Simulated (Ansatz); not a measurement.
# Counterpoise correction, worked out

The pair of HCl (SMILES Cl, atoms 1–2) and F2 (SMILES FF, atoms 3–4), both closed shells, in one local arrangement (a lower one may exist), relaxed at PBE0-D4/def2-TZVP:

```
4
angstrom
Cl -0.2440 -0.0803 -2.1962
H 0.1683 0.0491 -0.9920
F 0.6457 0.2012 1.3305
F -0.5700 -0.1699 1.8577
```

Ansatz 0.2.0; basis: def2-TZVPPD; cores frozen in the correlated methods.

CCSD(T) total energies in eV:

| system | geometry | basis functions | energy |
| --- | --- | --- | --- |
| pair | pair | all | -17949.83528 |
| HCl | as in the pair | all (partner as ghosts) | -12526.32741 |
| F2 | as in the pair | all (partner as ghosts) | -5423.48685 |
| HCl | as in the pair | its own | -12526.32002 |
| F2 | as in the pair | its own | -5423.47772 |
| HCl | free (PBE0-D4 minimum) | its own | -12526.32009 |
| F2 | free (PBE0-D4 minimum) | its own | -5423.47714 |

Task: Work out the interaction energy with and without the counterpoise correction, the superposition error, and the binding energy from the relaxed fragments.

Result: Without correction: -17949.83528 − (-12526.32002) − (-5423.47772) = -0.03754 eV.
With correction (each fragment in the whole basis): -17949.83528 − (-12526.32741) − (-5423.48685) = -0.02102 eV = -0.48 kcal/mol.
The superposition error is the difference, 0.01652 eV, 44 % of the uncorrected value: each fragment borrows its partner's functions.
Deformation from the free shapes: 0.00007 eV for HCl and -0.00058 eV for F2 (a small negative value is possible, since the free shapes are minima of another method).
Binding energy from relaxed fragments: -0.02102 + 0.00007 + (-0.00058) = -0.02153 eV = -0.50 kcal/mol (electronic, without zero-point energy; negative means bound). For comparison, the corrected interaction energy by CCSD(T) at an estimated basis limit (MP2 extrapolated from triple and quadruple zeta, plus CCSD(T) − MP2 in triple zeta) is -0.025 eV; triple zeta with the correction binds less.

No T1 diagnostic of these runs exceeds 0.013. The restricted Hartree–Fock reference is unstable towards an unrestricted one at one or more of these structures.

For scale, one of the runs: CCSD(T)/def2-TZVPPD, 148 basis functions, launched by `ansatz run in.yaml --threads 2 --pin off --events-out ev --progress --plain --max-ram 5222MiB`. Time: 20 s of wall clock on 2 CPU threads of an Arm Neoverse V1; the host was shared. Peak host memory: 0.96 GiB.
